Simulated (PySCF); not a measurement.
Calculation: PBE-D3(BJ)/def2-TZVP // PBE0-D3(BJ)/def2-TZVP in PySCF 2.14.0. All species are isolated molecules in the gas phase. One relaxed conformer stands for a flexible species; it need not be the lowest. 

Reference species (SMILES): `[CH2]` (lower triplet) (neutral, multiplicity 3).

```
Property                         Result
-----------------------------  --------
highest occupied spin orbital  -5.69 eV
```

Changed species: `[CH]C=O` (triplet; the order of the spin states depends on the level; H–C–C–O torsion 0°) (X = formyl, multiplicity 3; the reference has X = H, multiplicity 3).

Task: What does the change do to the highest occupied spin orbital?

Result: the highest occupied spin orbital falls by 0.61 eV, to -6.30 eV.
